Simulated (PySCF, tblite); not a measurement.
Isomers of [C5H12P]+ (charge +1). Calculated harmonic vibrations of the isolated species, GFN2-xTB (tblite), most abundant isotopes, no scaling. Against measured fundamentals such values can be off by several per cent, at times by over 20. Modes of hydrogen on phosphorus can be 10 to 20 % off. One conformer each.

Electronic energies: PBE0/pcSseg-1 single points on the GFN2-xTB geometries (PySCF, gas phase).

```
                  SMILES  electronic energy, lowest = 0 (kJ/mol)
           CC[P+]1(C)CC1                                    21.7
           C=CC[PH+](C)C                                     0.0
C[C@@H]1[C@H](C)[P@H+]1C                                    54.0
      C[C@@H]1C[P+]1(C)C                                     8.1
```

Question: How do GFN2-xTB zero-point energies change the relative energies?

Answer: 
```csv
SMILES,ZPE (kJ/mol),of it from modes above 1550 cm⁻¹,electronic (kJ/mol),"with ZPE, lowest = 0 (kJ/mol)",lowest mode (cm⁻¹),rings
C=CC[PH+](C)C,396.6,223.0,0.0,0.0,50,0
C[C@@H]1C[P+]1(C)C,403.8,216.7,8.1,15.4,106,1
CC[P+]1(C)CC1,405.8,217.0,21.7,31.0,52,1
C[C@@H]1[C@H](C)[P@H+]1C,402.6,213.2,54.0,60.0,90,1
```

The zero-point energies span 9.2 kJ/mol, from `C=CC[PH+](C)C` to `CC[P+]1(C)CC1`. The order is unchanged.

Question: And how do the electronic energies of GFN2-xTB itself compare?

Answer: `C=CC[PH+](C)C` 0.0; `C[C@@H]1C[P+]1(C)C` 16.5; `CC[P+]1(C)CC1` 28.8; `C[C@@H]1[C@H](C)[P@H+]1C` 40.7 kJ/mol, lowest = 0. Against the energies above, taken from the same isomer `C=CC[PH+](C)C`, the largest difference is 13.3 kJ/mol.

Question: What do entropy and thermal enthalpy add at 298.15 K and 1 bar (rigid rotor, harmonic oscillator, one conformer each)?

Answer: 
| SMILES | point group | symmetry number | S (J/(mol K)) | H − H(0) (kJ/mol) | ZPE + H − H(0) − TS (kJ/mol) |
| --- | --- | --- | --- | --- | --- |
| C=CC[PH+](C)C | C1 | 1 | 393.8 | 27.11 | 306.2 |
| C[C@@H]1C[P+]1(C)C | C1 | 1 | 382.0 | 26.51 | 316.5 |
| CC[P+]1(C)CC1 | C1 | 1 | 381.3 | 25.79 | 317.9 |
| C[C@@H]1[C@H](C)[P@H+]1C | Cs | 1 | 379.2 | 26.10 | 315.6 |
